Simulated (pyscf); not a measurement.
Routes from HO–Si:–OH [singlet] + H₂

Candidate steps break at most two bonds and form at most two. Each was searched with GFN2-xTB (tblite) first. PySCF, gas phase, ωB97X-D3(BJ)/def2-SVP geometries. Energies: ωB97M-D3(BJ)/def2-TZVP, kcal/mol, from the separated reactants, singlet surface; ΔG‡ with ideal gas, 1 atm, RRHO with modes under 100 cm⁻¹ raised to 100, one conformer, R ln 2 for chiral ones without a mode under 150 cm⁻¹.

```json
[
 {"products": "HO–SiH: [singlet] + H₂O", "type": "four-centre exchange", "ΔE‡": "41.9", "ΔE": "+36.2", "ΔG‡ 298 K": "50.7", "ΔG‡ 900 K": "68.3", "ν‡ (cm⁻¹)": "1423i"},
 {"products": "HO–SiH₂–OH", "type": "insertion", "ΔE‡": "49.4", "ΔE": "-33.2", "ΔG‡ 298 K": "57.8", "ΔG‡ 900 K": "75.1", "ν‡ (cm⁻¹)": "1514i"},
 {"products": "HO–Si:–OH [singlet] + H₂", "type": "four-centre exchange", "ΔE‡": "70.6", "ΔE": "0.0", "ΔG‡ 298 K": "76.1", "ΔG‡ 900 K": "91.9", "ν‡ (cm⁻¹)": "2770i"}
]
```

Row 1: On the product side the descent ends in a bound adduct, 11.1 kcal/mol under the separated species and 16.6 kcal/mol under the saddle at ωB97X-D3(BJ)/def2-TZVP. 

Plain bond fissions and candidates not yet searched are not listed, and one of them may be faster. Each barrier is that of the saddle found; lower ones may exist.
